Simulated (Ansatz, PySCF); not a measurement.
System: CHO2, charge 0, doublet. CHO2 (SMILES O=[C]O, doublet).
B3LYP-D3(BJ)/def2-TZVP minimum from Ansatz (a first-principles code):
```
C
O 1 1.1815
O 1 1.3236 2 130.78
H 3 0.9792 1 109.74 2 0.00
```
Charge 0, spin multiplicity 2.

Atomisation energy term by term, kcal/mol (programs: Ansatz). Radicals and triplets start from unrestricted determinants; spin-orbit coupling is neglected. Correlated methods leave the cores frozen. Rows without X2C or -DK are non-relativistic. CBS(X,Y): correlation extrapolated as X^-3, Hartree-Fock from the larger set (Q,5: extrapolated as (X+1)exp(-9√X)). A bracket is a step between two methods taken in the basis named. '+ core + X2C': CCSD(T) terms for core correlation (cc-pwCVTZ) and scalar relativity (cc-pVTZ-DK). Where a partner has so few electrons that a lower coupled-cluster level is exact, that level stands in.

```
term                                                          basis  kcal/mol
-----------------------  ------------------------------------------  --------
Hartree-Fock                                   CBS(cc-pVQZ,cc-pV5Z)    246.34
CCSD correlation                               CBS(cc-pVQZ,cc-pV5Z)    134.15
(T)                                            CBS(cc-pVQZ,cc-pV5Z)     12.83
CCSDT(Q) - CCSD(T)                                          cc-pVTZ      0.48
core correlation                                          cc-pwCVTZ      1.57
scalar relativity                                   X2C, cc-pVTZ-DK     -0.54
minus zero-point energy  Hessian by PySCF at B3LYP-D3(BJ)/def2-TZVP    -12.83
sum: D0                                                                 382.0
```

The step beyond CCSD(T) by other levels: CCSDT(Q) in cc-pVDZ 1.11 kcal/mol.
